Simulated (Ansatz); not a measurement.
Rock-salt PbS, relaxed in Ansatz (plane waves) with several semilocal functionals. Each gives its own volume and its own bulk modulus:

```json
[
 {"level": "LDA", "V0 (Å³/atom)": "24.967", "bulk modulus B0 (GPa)": "63.84", "ln V0": "3.2176", "ln B0": "4.1564"},
 {"level": "r²SCAN", "V0 (Å³/atom)": "26.657", "bulk modulus B0 (GPa)": "57.85", "ln V0": "3.2831", "ln B0": "4.0579"},
 {"level": "PBE", "V0 (Å³/atom)": "27.121", "bulk modulus B0 (GPa)": "52.81", "ln V0": "3.3003", "ln B0": "3.9667"}
]
```

**Question.** Fit a straight line to ln B0 against ln V0. What does it predict for PBEsol, whose volume is 25.715 Å³/atom?

**Answer.** With x = ln V0 and y = ln B0: means 3.26700 and 4.06033; Σ(Δx Δy) = -0.007903, Σ(Δx²) = 0.003808, so the slope is -2.08. At x = 3.2471 the line gives y = 4.06033 + (-2.08) × (3.2471 − 3.26700) = 4.1017, or 60.44 GPa. The run with PBEsol gives 59.65 GPa, -1.3 % from the line. The rows used scatter about it by up to 3.2 %, while the largest value lies 21 % above the smallest. For comparison, PBE's own equation of state has B′ = 4.3, the slope −d ln B/d ln V at a fixed functional; the two needn't agree, since functionals also differ at one volume.

Measured: 60 GPa (measured, 300 K, no zero-point or thermal correction, K' fixed at 4.2, our sources range from 52.9 to 62.8; as tabulated in PbS at high pressure, J. Appl. Phys. 113 (4), abstract).

Ansatz's density-functional and Hartree–Fock values are scalar-relativistic unless marked +SOC, with PAW data made under PBE.

Ansatz is a first-principles code.
